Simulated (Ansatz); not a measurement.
Basis-set extrapolation for `CC1=NC=C1` (PBE0-D4/def2-TZVP geometry, frozen core, Ansatz). Multiplicity 1, RHF reference.

```csv
,def2-TZVPP,def2-QZVPP
HF,-208.774565,-208.783945
MP2 correlation,-0.836277,-0.890256
CCSD(T) correlation,-0.909987,not run
```

Energies in hartree. Use E(X) = E(∞) + A·exp(−7.88·√X) for Hartree–Fock and E(X) = E(∞) + B·X^(−2.97) for correlation, with X = 3 and 4, and add CCSD(T) minus MP2 of the smaller set to the MP2 limit.

Q: What is the CCSD(T) energy at the basis-set limit?

A: HF limit: -208.783945 + (-0.009380) × 0.13774 = -208.78524. MP2 limit: -0.890256 + (-0.053979) × 0.74074 = -0.93024. Higher-order term: -0.909987 − (-0.836277) = -0.07371. Total: -209.78919 hartree, 274.7 kJ/mol below CCSD(T)/def2-TZVPP.
